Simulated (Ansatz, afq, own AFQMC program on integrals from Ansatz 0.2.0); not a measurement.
Two steps: Ansatz 0.2.0 writes the Fock matrix and Cholesky factors of the valence space, and afq projects on them the lowest state that overlaps trial and start.

```yaml
crystal:
  periodic: [false, false, false]
  atoms:
    - {symbol: B, position_ang: [0.000000, 0.059110, 0.740549]}
    - {symbol: O, position_ang: [0.000000, -0.099827, -0.597826]}
    - {symbol: H, position_ang: [0.000000, 1.158248, 1.226704]}
    - {symbol: H, position_ang: [0.000000, -0.937399, 1.402080]}
    - {symbol: H, position_ang: [0.000000, 0.729726, -1.082284]}
basis:
  gaussian: {orbitals: cc-pVDZ}
magnetization: {spin_polarized: false}
correlation: {method: ccsd_t, electrons: outside_noble_gas, hamiltonian_folder: ham}
```

```sh
$ ansatz run in.yaml --threads 1 --pin off --events-out ev --progress --plain --max-ram 1843MiB
```

Options of the walk:

```
--method free --trial cid --walkers 50 --time-step 0.08 --max-blocks 120 --target-error 0.00084 --factor-cut 1e-05 --seed 6588 --times 0.0,0.4,0.8,1.6,2.4 --taylor-order 8
```

Times are imaginary, in 1/Eh. The walk had a cap of 293 s.

```
orbitals 41  electrons 6 6  factors 322 of 388
reference energy -101.33294334 Eh
CCSD correlation -0.30105438 Eh in 9 cycles, weight of the determinant in the CISD state 0.9026
repeat  energy at the last time / Eh  error
    10  -101.642462  0.001177
    20  -101.640077  0.000934
    30  -101.640951  0.000869
    40  -101.640983  0.000807
time / (1/Eh)  energy / Eh  error  mean overlap
  0.00  -101.633319  0.000468  1.0975
  0.40  -101.639626  0.000474  1.0954
  0.80  -101.641424  0.000503  1.0863
  1.60  -101.641737  0.000672  1.0808
  2.40  -101.640980  0.000772  1.0738
energy -101.640980 +/- 0.000772 Eh
```

(1) Estimate how long the walk took on 1 thread of Arm Neoverse V1 (shared host).

The run passed its tests (error under three times the target), which doesn't prove that it has relaxed.

Against this walk (error 21.0 meV) on the same determinant: CCSD(T) 12.0 meV higher (within the noise), CCSDT(Q) 18.3 meV lower (within the noise). The error is statistical, and a free projection of finite length keeps a remainder of its start.

Cautions: remainder of the start not in the error; the time-step error isn't removed.

## Answers

(1) 36 s of wall time.

CCSDT and higher add their correlation energy to the determinant of the CCSD(T) run, since their own runs factorise the integrals more tightly (a shift of under 2 meV). A walk keeps the symmetry of its determinant, which the program's search chose and which needn't be the lowest solution, so a lower state of the same spin and another symmetry isn't excluded.
